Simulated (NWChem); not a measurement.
System: Be cation, doublet

Excerpt of the output:

```
             Northwest Computational Chemistry Package (NWChem) 7.3.0
             --------------------------------------------------------

                             Geometry "geometry" -> ""
                             -------------------------

 Output coordinates in angstroms (scale by  1.889725989 to convert to a.u.)

  No.       Tag          Charge          X              Y              Z
 ---- ---------------- ---------- -------------- -------------- --------------
    1 Be                   4.0000     0.00000000     0.00000000     0.00000000

 Effective nuclear repulsion energy (a.u.)       0.0000000000

                                 NWChem DFT Module
                                 -----------------

 Summary of "ao basis" -> "ao basis" (spherical)
 ------------------------------------------------------------------------------
       Tag                 Description            Shells   Functions and Types
 ---------------- ------------------------------  ------  ---------------------
 Be                        def2-qzvp                14       36   7s4p2d1f

            General Information
            -------------------
          SCF calculation type: DFT
          Wavefunction type:  spin polarized.
          No. of atoms     :     1
          No. of electrons :     3
           Alpha electrons :     2
            Beta electrons :     1
          Charge           :     1
          Spin multiplicity:     2
          Use of symmetry is: off; symmetry adaption is: off
          Maximum number of iterations: 150
          AO basis - number of functions:    36
                     number of shells:    14
          Convergence on energy requested:  1.00D-06
          Convergence on density requested:  1.00D-05
          Convergence on gradient requested:  5.00D-04

              XC Information
              --------------
                         PBE0 Method XC Functional
                     Hartree-Fock (Exact) Exchange  0.250
          PerdewBurkeErnzerhof Exchange Functional  0.750
            Perdew 1991 LDA Correlation Functional  1.000 local
           PerdewBurkeErnz. Correlation Functional  1.000 non-local

             Grid Information
             ----------------
          Grid used for XC integration:  medium
          Radial quadrature: Mura-Knowles
          Angular quadrature: Lebedev.
          Tag              B.-S. Rad. Rad. Pts. Rad. Cut. Ang. Pts.
          ---              ---------- --------- --------- ---------
          Be                  1.05       49           8.0       434
          Grid pruning is: on
          Number of quadrature shells:    49
          Spatial weights used:  Erf1

      Superposition of Atomic Density Guess
      -------------------------------------

 Sum of atomic energies:         -14.57300092

 Renormalizing density from       4.00 to      3

      Non-variational initial energy
      ------------------------------

 Total energy =     -11.771469
 1-e energy   =     -14.296625
 2-e energy   =       2.525155
 HOMO         =      -0.652795
 LUMO         =      -0.298741

     ---------------------------------------------
      Total Density - Mulliken Population Analysis
     ---------------------------------------------

    Atom       Charge   Shell Charges
 -----------   ------   -------------------------------------------------------
    1 Be   4     3.00   1.03  0.01  0.71  0.23  0.44  0.49  0.08  0.00  0.00  0.00  0.00  0.00  0.00  0.00

     --------------------------------------------
      Spin Density - Mulliken Population Analysis
     --------------------------------------------

    Atom       Charge   Shell Charges
 -----------   ------   -------------------------------------------------------
    1 Be   4     1.00   0.02  0.00 -0.01 -0.02  0.44  0.49  0.08  0.00  0.00  0.00  0.00  0.00  0.00  0.00

   convergence    iter        energy       DeltaE   RMS-Dens  Diis-err
 ---------------- ----- ----------------- --------- --------- ---------
 d= 0,ls=0.0,diis     1    -14.2951772398 -1.43D+01  4.18D-03  7.23D-02
                                                     1.16D-03  8.02D-02
 d= 0,ls=0.0,diis     2    -14.3067763502 -1.16D-02  3.48D-04  1.58D-03
                                                     8.82D-05  1.16D-03
 d= 0,ls=0.0,diis     3    -14.3068922935 -1.16D-04  7.78D-05  1.96D-06
                                                     2.17D-06  1.92D-07
 d= 0,ls=0.0,diis     4    -14.3068927521 -4.59D-07  7.23D-06  1.04D-08
                                                     1.47D-07  1.54D-09

         Total DFT energy =      -14.306892752135
      One electron energy =      -17.610347598575
           Coulomb energy =        5.833714880180
    Exchange-Corr. energy =       -2.530260033740
 Nuclear repulsion energy =        0.000000000000

 Numeric. integr. density =        2.999999999509

                    DFT Final Alpha Molecular Orbital Analysis
                    ------------------------------------------

 Vector    1  Occ=1.000000D+00  E=-4.542756D+00
              MO Center= -1.9D-15, -1.9D-15, -1.9D-15, r^2= 6.7D-02
   Bfn.  Coefficient  Atom+Function         Bfn.  Coefficient  Atom+Function
  ----- ------------  ---------------      ----- ------------  ---------------
     1      0.543249  1 Be s                  3      0.366539  1 Be s
     4      0.194932  1 Be s

 Vector    2  Occ=1.000000D+00  E=-5.689228D-01
              MO Center=  1.1D-13,  1.1D-13,  1.1D-13, r^2= 1.7D+00
   Bfn.  Coefficient  Atom+Function         Bfn.  Coefficient  Atom+Function
  ----- ------------  ---------------      ----- ------------  ---------------
     6      0.583326  1 Be s                  5      0.518251  1 Be s
     4     -0.156142  1 Be s                  3     -0.132024  1 Be s
     1     -0.124065  1 Be s                  7      0.046651  1 Be s

 Vector    3  Occ=0.000000D+00  E=-3.441523D-01
              MO Center=  8.1D-14,  8.2D-14,  8.7D-14, r^2= 2.1D+00
   Bfn.  Coefficient  Atom+Function         Bfn.  Coefficient  Atom+Function
  ----- ------------  ---------------      ----- ------------  ---------------
    10     -0.383337  1 Be pz                 8      0.368157  1 Be px
    13     -0.355134  1 Be pz                11      0.341071  1 Be px
    16     -0.077740  1 Be pz                14      0.074661  1 Be px

 Vector    4  Occ=0.000000D+00  E=-3.441523D-01
              MO Center=  7.8D-14,  6.5D-14,  5.8D-14, r^2= 2.1D+00
   Bfn.  Coefficient  Atom+Function         Bfn.  Coefficient  Atom+Function
  ----- ------------  ---------------      ----- ------------  ---------------
     9      0.434027  1 Be py                12      0.402094  1 Be py
     8     -0.229526  1 Be px                11     -0.212639  1 Be px
    10     -0.204047  1 Be pz                13     -0.189035  1 Be pz
    15      0.088019  1 Be py                14     -0.046547  1 Be px
    16     -0.041380  1 Be pz

 Vector    5  Occ=0.000000D+00  E=-3.441523D-01
              MO Center= -4.4D-14, -3.9D-14, -3.9D-14, r^2= 2.1D+00
   Bfn.  Coefficient  Atom+Function         Bfn.  Coefficient  Atom+Function
  ----- ------------  ---------------      ----- ------------  ---------------
     8      0.307368  1 Be px                 9      0.306770  1 Be py
    10      0.306780  1 Be pz                11      0.284754  1 Be px
    12      0.284200  1 Be py                13      0.284209  1 Be pz
    14      0.062333  1 Be px                15      0.062212  1 Be py
    16      0.062214  1 Be pz

                     DFT Final Beta Molecular Orbital Analysis
                     -----------------------------------------

 Vector    1  Occ=1.000000D+00  E=-4.518946D+00
              MO Center= -2.1D-15, -2.1D-15, -2.1D-15, r^2= 6.7D-02
   Bfn.  Coefficient  Atom+Function         Bfn.  Coefficient  Atom+Function
  ----- ------------  ---------------      ----- ------------  ---------------
     1      0.541410  1 Be s                  3      0.366281  1 Be s
     4      0.197516  1 Be s

 Vector    2  Occ=0.000000D+00  E=-3.498300D-01
              MO Center= -2.0D-12, -1.4D-12,  6.1D-14, r^2= 1.8D+00
   Bfn.  Coefficient  Atom+Function         Bfn.  Coefficient  Atom+Function
  ----- ------------  ---------------      ----- ------------  ---------------
     5      0.587583  1 Be s                  6      0.384091  1 Be s
     7      0.195456  1 Be s                  3     -0.162407  1 Be s
     1     -0.131378  1 Be s                  4     -0.117912  1 Be s

 Vector    3  Occ=0.000000D+00  E=-2.119046D-01
              MO Center= -1.3D-12, -3.5D-13,  8.0D-13, r^2= 2.3D+00
   Bfn.  Coefficient  Atom+Function         Bfn.  Coefficient  Atom+Function
  ----- ------------  ---------------      ----- ------------  ---------------
     8      0.449358  1 Be px                 9     -0.414247  1 Be py
    11      0.215552  1 Be px                14      0.202176  1 Be px
    12     -0.198710  1 Be py                15     -0.186379  1 Be py
    10     -0.035708  1 Be pz

 Vector    4  Occ=0.000000D+00  E=-2.119046D-01
              MO Center=  2.4D-13, -4.3D-13,  4.2D-13, r^2= 2.3D+00
   Bfn.  Coefficient  Atom+Function         Bfn.  Coefficient  Atom+Function
  ----- ------------  ---------------      ----- ------------  ---------------
    10      0.498582  1 Be pz                 9     -0.280073  1 Be py
    13      0.239164  1 Be pz                16      0.224323  1 Be pz
     8     -0.218570  1 Be px                12     -0.134348  1 Be py
    15     -0.126011  1 Be py                11     -0.104846  1 Be px
    14     -0.098340  1 Be px

     ---------------------------------------------
      Total Density - Mulliken Population Analysis
     ---------------------------------------------

    Atom       Charge   Shell Charges
 -----------   ------   -------------------------------------------------------
    1 Be   4     3.00   1.01 -0.01  0.69  0.26  0.45  0.55  0.04  0.00  0.00  0.00  0.00  0.00  0.00  0.00

[...]
```

Level: PBE0/def2-QZVP, spin-unrestricted. No stability test was run on the SCF state.

Question: Write an input that gives this output.

Answer: Several could match; the one computed here: the input that was run:
```
start job
memory heap 200 mb stack 900 mb global 1100 mb
charge 1
geometry units angstroms noautoz
  Be     0.000000     0.000000     0.000000
end
basis spherical
  Be library def2-qzvp
end
dft
  odft
  mult 2
  xc pbe0
  iterations 150
  mulliken
end
task dft energy
```
